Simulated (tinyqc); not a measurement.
ROHF in the sto-3g basis, for LiH+, spin multiplicity 2, step by step (part 2 of 2). Computed by tinyqc, a small Python program that keeps every step (integrals from PySCF). Command: `OMP_NUM_THREADS=1 python tinyqc.py 31185 31186 out.jsonl` (the two numbers bound the seeds that draw the settings). One thread of a shared host (Intel(R) Xeon(R) Processor @ 2.60GHz), about 0.09 s of CPU time with the checks.

Geometry (angstrom):
```
atom       x       y       z
Li    0.0000  0.0000  0.0000
H     0.0000  0.0000  1.5750
```

## Populations, bond orders and dipole

D(alpha) after iteration 9, order 1Li 1s, 1Li 2s, 1Li 2px, 1Li 2py, 1Li 2pz, 2H 1s:
$$\begin{pmatrix}
0.9974 & 0.0109 & 0.0000 & 0.0000 & -0.0212 & -0.0915 \\
0.0109 & 0.0283 & 0.0000 & 0.0000 & 0.0319 & 0.1358 \\
0.0000 & 0.0000 & 0.0000 & 0.0000 & 0.0000 & 0.0000 \\
0.0000 & 0.0000 & 0.0000 & 0.0000 & 0.0000 & 0.0000 \\
-0.0212 & 0.0319 & 0.0000 & 0.0000 & 0.0370 & 0.1578 \\
-0.0915 & 0.1358 & 0.0000 & 0.0000 & 0.1578 & 0.6725
\end{pmatrix}$$

D(beta) after iteration 9, order 1Li 1s, 1Li 2s, 1Li 2px, 1Li 2py, 1Li 2pz, 2H 1s:
$$\begin{pmatrix}
0.9848 & 0.0295 & 0.0000 & 0.0000 & 0.0004 & 0.0006 \\
0.0295 & 0.0009 & 0.0000 & 0.0000 & 0.0000 & 0.0000 \\
0.0000 & 0.0000 & 0.0000 & 0.0000 & 0.0000 & 0.0000 \\
0.0000 & 0.0000 & 0.0000 & 0.0000 & 0.0000 & 0.0000 \\
0.0004 & 0.0000 & 0.0000 & 0.0000 & 0.0000 & 0.0000 \\
0.0006 & 0.0000 & 0.0000 & 0.0000 & 0.0000 & 0.0000
\end{pmatrix}$$

overlap S, order 1Li 1s, 1Li 2s, 1Li 2px, 1Li 2py, 1Li 2pz, 2H 1s:
$$\begin{pmatrix}
1.0000 & 0.2411 & 0.0000 & 0.0000 & 0.0000 & 0.0702 \\
0.2411 & 1.0000 & 0.0000 & 0.0000 & 0.0000 & 0.4015 \\
0.0000 & 0.0000 & 1.0000 & 0.0000 & 0.0000 & 0.0000 \\
0.0000 & 0.0000 & 0.0000 & 1.0000 & 0.0000 & 0.0000 \\
0.0000 & 0.0000 & 0.0000 & 0.0000 & 1.0000 & 0.5175 \\
0.0702 & 0.4015 & 0.0000 & 0.0000 & 0.5175 & 1.0000
\end{pmatrix}$$

Mulliken: Z minus the diagonal of D S on the atom; Loewdin: the same with S^(1/2) D S^(1/2); Mayer order: 2 sum_s sum (D(s) S)_ij (D(s) S)_ji over the two atoms.

Charges (e):
```
atom  Mulliken  Loewdin  Mulliken spin
1Li     0.8023   0.7313         0.1978
2H      0.1977   0.2687         0.8022
```

Mayer bond orders:
```
pair   order
2-1   0.3174
```

dipole moment about the origin, x y z (debye): [0.0000, 0.0000, 0.4227]
